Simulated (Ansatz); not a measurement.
# H6OSi: the cost of one run

Computed with Ansatz 0.2.0, Gaussian basis. Level: RKS PBE-D4/def2-SVP.

Levels: PBE-D4, revPBE-D4, BLYP-D4, r2SCAN-D4, B97M-V, PBE0-D4, B3LYP-D4, HSE06-D4, wB97X-V, wB97M-V, B2PLYP, Hartree-Fock, MP2, CCSD, CCSD(T). The reference is CCSD(T) extrapolated to the basis limit.

Cores are frozen in the correlated methods. B3LYP uses VWN-RPA correlation. B2PLYP carries no dispersion term here.

177 further runs of the same task are left out: 1 that didn't finish, 176 set aside as unsound or not needed.

### 1 Where the work starts

The pair, from a GFN2-xTB docking trial: 8 atoms, charge 0, spin multiplicity 1.

Atoms are counted from 1 here; the program's logs count them from 0.

Bond lengths: H1–H2 0.780 Å, Si3–O4 1.625 Å, Si3–H5 1.464 Å, Si3–H6 1.453 Å, Si3–H7 1.465 Å, O4–H8 0.953 Å. Angles: O4–Si3–H5 110.3°, O4–Si3–H6 101.3°, O4–Si3–H7 110.3°, H5–Si3–H6 113.0°, H5–Si3–H7 108.8°, H6–Si3–H7 112.9°, Si3–O4–H8 122.3°.

Coordinates:

```xyz
8

H    -0.3845   -0.3043   -2.7176
H     0.0276    0.1269   -3.2203
Si    0.3995    0.2597    0.8681
O    -0.7277   -0.4948    1.7636
H    -0.2266    1.2559   -0.0036
H     1.2339    0.8527    1.8994
H     1.1204   -0.7079    0.0381
H    -1.4426   -0.9882    1.3723
```

Atoms 1 to 2 are fragment A (H2), the rest fragment B (SiH4O).

### 2 A first relaxation in a small basis

pre/in.yaml reads:

```yaml
crystal:
  periodic: [false, false, false]
  atoms:
    - {symbol: H, position_ang: [-0.384500, -0.304300, -2.717600]}
    - {symbol: H, position_ang: [0.027600, 0.126900, -3.220300]}
    - {symbol: Si, position_ang: [0.399500, 0.259700, 0.868100]}
    - {symbol: O, position_ang: [-0.727700, -0.494800, 1.763600]}
    - {symbol: H, position_ang: [-0.226600, 1.255900, -0.003600]}
    - {symbol: H, position_ang: [1.233900, 0.852700, 1.899400]}
    - {symbol: H, position_ang: [1.120400, -0.707900, 0.038100]}
    - {symbol: H, position_ang: [-1.442600, -0.988200, 1.372300]}
basis:
  gaussian: {orbitals: def2-SVP}
hamiltonian: {xc: pbe, dispersion: d4}
relax: {f_tol: 0.03, max_steps: 250}
```

Run with:

```
$ ansatz run in.yaml --threads 2 --pin off --events-out ev --progress --plain --max-ram 5222MiB
```

**Question.** How long does this run take on 2 threads of Arm Neoverse V1, shared host?

About 12 s.
